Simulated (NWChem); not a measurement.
Correlation energy of hydrogen fluoride (HF)

SMILES: F
```xyz
2

F      0.0000     0.0000     0.0925
H      0.0000     0.0000    -0.8323
```
Charge 0, spin multiplicity 1.

All runs are NWChem calculations. All single points use one geometry, from B3LYP/def2-SVP, a minimum by its harmonic frequencies.

Basis set: 6-31G*. Each correlation energy counts from its own Hartree-Fock reference.

The correlated methods keep 1 core orbital frozen. The Pople sets run with spherical d functions. Coupled-cluster values serve here as a point of comparison, not as the truth.

**Question.** One of these methods gave a correlation energy of -178.7 mHa. Which?
(A) CCSD+T(CCSD)
(B) SCS-MP2
(C) CCSD
(D) MP2

**Answer.** D, MP2. The others give -172.5 (SCS-MP2), -183.1 (CCSD), -185.0 (CCSD+T(CCSD)).
